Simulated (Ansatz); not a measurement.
# Si₂H₄F radical: one species, many methods

The task here is to estimate one member of a computed series from the others.

Computed with Ansatz 0.2.0, Gaussian basis. Level: functionals in def2-TZVPP, the program's frozen cores in correlated methods.

The runs, in order: LDA (SPW92), PBE-D4, revPBE-D4, BLYP-D4, r2SCAN-D4, B97M-V, PBE0-D4, B3LYP-D4, r2SCANh-D4, r2SCAN0-D4, HSE06-D4, BHLYP-D4, CAM-B3LYP-D4, LC-ωPBE, ωB97X-V, ωB97M-V, B2PLYP, PBE-QIDH; CCSD(T)/def2-SVP; CCSD(T)/def2-TZVPP; CCSD(T)/def2-QZVPP; extrapolation to the limit; RPA on PBE.

## The geometry

An earlier PBE0-D4 in a triple-zeta def2 set relaxation fixed the geometry.

SMILES `F[SiH][SiH3]`, 7 atoms, charge 0, spin multiplicity 2.

Atoms are counted from 1 here; the program's logs count them from 0.

Bond lengths: F1–Si2 1.610 Å, Si2–Si3 2.341 Å, Si2–H4 1.493 Å, Si3–H5 1.487 Å, Si3–H6 1.489 Å, Si3–H7 1.485 Å. Angles: F1–Si2–Si3 111.0°, F1–Si2–H4 106.8°, Si3–Si2–H4 114.0°, Si2–Si3–H5 106.5°, Si2–Si3–H6 113.1°, Si2–Si3–H7 109.4°, H5–Si3–H6 109.3°, H5–Si3–H7 109.4°, H6–Si3–H7 109.1°.

Geometry (Å):

```
F    -0.4360   -2.0045    1.2769
Si   -0.2845   -1.3616   -0.1917
Si    0.4657    0.8520   -0.0650
H    -1.6061   -1.5164   -0.8690
H     0.5413    1.3524   -1.4637
H    -0.4401    1.7308    0.7250
H     1.8211    0.8792    0.5419
```

The first run:

Contents of in.yaml:

```yaml
crystal:
  periodic: [false, false, false]
  atoms:
    - {symbol: F, position_ang: [-0.435991, -2.004466, 1.276922]}
    - {symbol: Si, position_ang: [-0.284485, -1.361622, -0.191744]}
    - {symbol: Si, position_ang: [0.465682, 0.851964, -0.065023]}
    - {symbol: H, position_ang: [-1.606106, -1.516438, -0.869047]}
    - {symbol: H, position_ang: [0.541260, 1.352417, -1.463707]}
    - {symbol: H, position_ang: [-0.440119, 1.730828, 0.725008]}
    - {symbol: H, position_ang: [1.821060, 0.879217, 0.541893]}
basis:
  gaussian: {orbitals: def2-TZVPP}
magnetization: {spin_polarized: true, initial_magnetization: 1}
hamiltonian: {xc: lda}
output: {orbitals: {seedname: orbitals}}
```

Run with:

```
$ ansatz run in.yaml --threads 2 --pin off --events-out ev --progress --plain --max-ram 32768MiB --backend cpu
```

Among the steps run: LDA; PBE-D4 (GGA); revPBE-D4 (GGA); BLYP-D4 (GGA); r2SCAN-D4 (meta-GGA); B97M-V (meta-GGA); B3LYP-D4 (hybrid); r2SCANh-D4 (hybrid); r2SCAN0-D4 (hybrid); HSE06-D4 (hybrid); BHLYP-D4 (hybrid); CAM-B3LYP-D4 (range-separated); LC-ωPBE (range-separated); ωB97X-V (range-separated); ωB97M-V (range-separated); B2PLYP (double hybrid); PBE-QIDH (double hybrid).

One of the session's tables, all rows but one given; the rest of the session is left out.

It belongs to the step «Orbital energies across the functionals». 

| functional | HOMO (eV) | LUMO (eV) | gap (eV) |
| --- | --- | --- | --- |
| LDA (SPW92) | -5.09 | -3.97 | 1.13 |
| PBE-D4 | -5.13 | -3.55 | 1.58 |
| revPBE-D4 | -5.11 | -3.41 | 1.70 |
| BLYP-D4 | -4.91 | -3.57 | 1.34 |
| r2SCAN-D4 | -5.48 | -3.13 | 2.35 |
| B97M-V | -5.25 | -3.78 | 1.47 |
| PBE0-D4 | -6.25 | -2.65 | 3.60 |
| B3LYP-D4 | -5.96 | -3.03 | 2.93 |
| r2SCANh-D4 | -5.89 | -2.83 | 3.06 |
| r2SCAN0-D4 | -6.50 | -2.38 | 4.12 |
| HSE06-D4 | -5.85 | -3.03 | 2.83 |
| BHLYP-D4 | -7.17 | -1.86 | 5.31 |
| CAM-B3LYP-D4 | ? | ? | ? |
| LC-ωPBE | -8.85 | -0.33 | 8.51 |
| ωB97X-V | -8.33 | -0.86 | 7.47 |
| ωB97M-V | -7.95 | -1.03 | 6.92 |

**Question.** Estimate the row for CAM-B3LYP-D4.

The run gave: HOMO (eV): -7.42; LUMO (eV): -1.74; gap (eV): 5.68. In the column «HOMO (eV)» it lies between ωB97M-V (-7.95) and BHLYP-D4 (-7.17).
